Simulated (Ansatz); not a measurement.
Conformers of `CC(C)CC(C)C`, each relaxed with PBE0-D4/def2-TZVP in Ansatz. CBS adds the triple-zeta coupled-cluster correction to the MP2 limit.

Not all of them had a frequency check.

Conformer A:

```xyz
23

C    -0.999    1.645   -0.895
C    -1.091    0.138   -0.704
C    -2.545   -0.297   -0.582
C    -0.300   -0.340    0.511
C     1.193   -0.023    0.531
C     1.921   -0.600   -0.674
C     1.814   -0.530    1.825
H    -1.606    1.969   -1.744
H    -1.365    2.170   -0.006
H     0.026    1.975   -1.077
H    -0.676   -0.345   -1.597
H    -3.123   -0.006   -1.462
H    -3.015    0.165    0.293
H    -2.628   -1.382   -0.468
H    -0.761    0.088    1.411
H    -0.421   -1.428    0.601
H     1.313    1.067    0.512
H     1.556   -0.183   -1.615
H     1.792   -1.687   -0.718
H     2.993   -0.396   -0.617
H     1.316   -0.104    2.700
H     2.875   -0.275    1.884
H     1.730   -1.620    1.893
```

Conformer B:

Cartesian coordinates in Å:
```
C 1.445 -0.422 -2.135
C 0.512 -0.549 -0.938
C -0.923 -0.733 -1.415
C 0.717 0.652 -0.013
C -0.007 0.692 1.340
C 0.083 -0.630 2.090
C -1.447 1.188 1.265
H 1.368 -1.293 -2.792
H 2.488 -0.328 -1.822
H 1.195 0.463 -2.729
H 0.803 -1.453 -0.388
H -1.303 0.185 -1.874
H -0.978 -1.526 -2.165
H -1.598 -1.005 -0.603
H 1.793 0.712 0.190
H 0.470 1.566 -0.571
H 0.538 1.436 1.935
H -0.492 -1.414 1.590
H 1.117 -0.976 2.170
H -0.315 -0.529 3.103
H -1.509 2.137 0.727
H -1.847 1.349 2.270
H -2.107 0.478 0.763
```

Conformer C:

Z-matrix (Å, degrees):
```
C
C 1 1.523
H 1 1.095 2 110.6
H 1 1.093 2 111.4 3 -119.6
H 1 1.093 2 111.4 3 119.7
C 2 1.535 1 110.9 3 -60.2
C 2 1.524 1 109.8 3 64.6
H 2 1.098 1 107.6 3 -177.9
C 6 1.528 2 116.0 1 -140.5
H 6 1.098 2 109.4 1 95.7
H 6 1.096 2 109.0 1 -19.3
H 7 1.095 2 110.2 1 -59.5
H 7 1.093 2 111.2 1 59.6
H 7 1.091 2 112.3 1 -179.3
C 9 1.522 6 110.1 2 176.3
C 9 1.522 6 113.5 2 -59.3
H 9 1.099 6 107.1 2 59.3
H 15 1.093 9 111.4 6 -55.9
H 15 1.095 9 110.6 6 63.9
H 15 1.093 9 111.4 6 -176.5
H 16 1.093 9 110.7 6 -178.6
H 16 1.092 9 112.1 6 61.4
H 16 1.095 9 110.9 6 -59.3
```

Task: Which is lowest in electronic energy at CCSD(T)/CBS (frozen core, def2 sets), and by how much? (Best estimate.)

Result: Computed: A; B lies 12.6 kJ/mol higher, C lies 8.8 kJ/mol higher.

Task: Give the energies relative to A (kJ/mol) with PBE-D4/def2-TZVPP, r2SCAN-D4/def2-TZVPP, ωB97X-V/def2-TZVPP, B2PLYP/def2-TZVPP, B3LYP/def2-TZVPP, HF/def2-TZVPP, SCS-MP2/def2-TZVPP. (Best estimate.)

Result: The calculation gave: 
```csv
level,B,C
PBE-D4/def2-TZVPP,11.7,8.3
r2SCAN-D4/def2-TZVPP,13.0,8.9
ωB97X-V/def2-TZVPP,12.2,8.5
B2PLYP/def2-TZVPP,13.3,8.6
B3LYP/def2-TZVPP,13.6,8.2
HF/def2-TZVPP,15.2,9.0
SCS-MP2/def2-TZVPP,12.6,8.7
```

B3LYP here is the variant with VWN-RPA as its local correlation; programs differ in this.
